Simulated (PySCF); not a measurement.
# How good is the calculation?

Numbering as in the mapped SMILES `[CH3:1][NH:2][CH3:3]`. Hydrogens are named by the atom that carries them.

Method: J couplings at B3LYP/pcJ-2, B97-2/pcSseg-2 with gauge-including orbitals, PBE0-D3(BJ)/def2-TZVP structure, in PySCF (one computed conformer, non-relativistic Hamiltonian, no solvent model, rapidly exchanging positions averaged).

Reference values: CCSD(T)/cc-pVQZ (gas (isolated, no vibration); M. Maurer, PhD thesis, LMU Munich (Maurer, Ochsenfeld, JCTC 2015 SI; set of Flaig et al., JCTC 2014, 10, 572)).
```
atoms                      quantity  reference  computed  computed, scaled
   N2  δ 15N vs CH3NO2 (same level)     -361.1         –            -360.8
```

Computed shifts are σ(ref) − σ with the named reference compound (TMS for H and C) calculated as an isolated molecule at the same level. The measured values may be among those fitted. Shieldings were converted by a linear fit to measured shifts: 15N (scatter 6.8 ppm rms vs CH3NO2, solution or neat liquid). Occasional misses reach two or three times the rms, and more in compound classes unlike the fitted ones.

Coupling constants in Hz:
| coupling | reference | computed | source |
| --- | --- | --- | --- |
| 1J(N2,H(N2)) | -67.0 | -70.9 | measured; Jessen and Sauer, arXiv:2312.00705 |

2 of the 3 published NMR values on file for this molecule are compared. The rest: other calculations.
